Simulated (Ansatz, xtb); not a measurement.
**Relaxing a trial structure of CH2ClSi**

The starting geometry of this gas-phase doublet has its atoms placed at random.

```csv
atom,x (Å),y (Å),z (Å)
C,-0.1968,0.2291,-0.1635
Cl,1.2796,-0.1887,-0.5446
Si,-1.6386,0.6920,0.6547
H,-0.7933,-0.9097,-0.9346
H,1.0669,0.5024,-1.7086
```

Problem. Guess where an optimisation with r2SCAN-D4/def2-SVP ends from this start.

Solution. It loosens into CHSi + ClH, which stay close as a complex. Contacts that open: C1–Cl2 (1.58 → 3.05 Å). Contacts that close: C1–H4 (1.50 → 1.09 Å).

The energy falls by 4.68 eV over 33 steps:

| step | E − E(last) (eV) |
| --- | --- |
| 1 | 4.676 |
| 5 | 1.299 |
| 8 | 0.305 |
| 12 | 0.087 |
| 15 | 0.059 |
| 19 | 0.012 |
| 22 | 0.010 |
| 26 | 0.001 |
| 29 | 0.000 |
| 33 | 0.000 |

Final geometry (Å):

```json
{"atom": "C", "x (Å)": "-0.9469", "y (Å)": "-0.3305", "z (Å)": "-0.4284"}
{"atom": "Cl", "x (Å)": "1.9677", "y (Å)": "0.5152", "z (Å)": "-0.7544"}
{"atom": "Si", "x (Å)": "-0.8652", "y (Å)": "1.0521", "z (Å)": "0.5670"}
{"atom": "H", "x (Å)": "-1.1162", "y (Å)": "-1.2504", "z (Å)": "-0.9916"}
{"atom": "H", "x (Å)": "0.6783", "y (Å)": "0.3386", "z (Å)": "-1.0893"}
```

From the same start GFN2-xTB ends elsewhere, differing in C1–H5 (1.08 against 1.88 Å here), Cl2–Si3 (2.05 against 3.17 Å here), Cl2–H5 (3.48 against 1.34 Å here).

From so rough a start the end depends on the optimiser's path, so another program may land elsewhere. No frequencies were run, so the end isn't proven a minimum. Open shells are spin-unrestricted. Run with Ansatz 0.2.0, 110 s on 1 thread of Intel(R) Xeon(R) 6975P-C (Granite Rapids), with other jobs on the host.
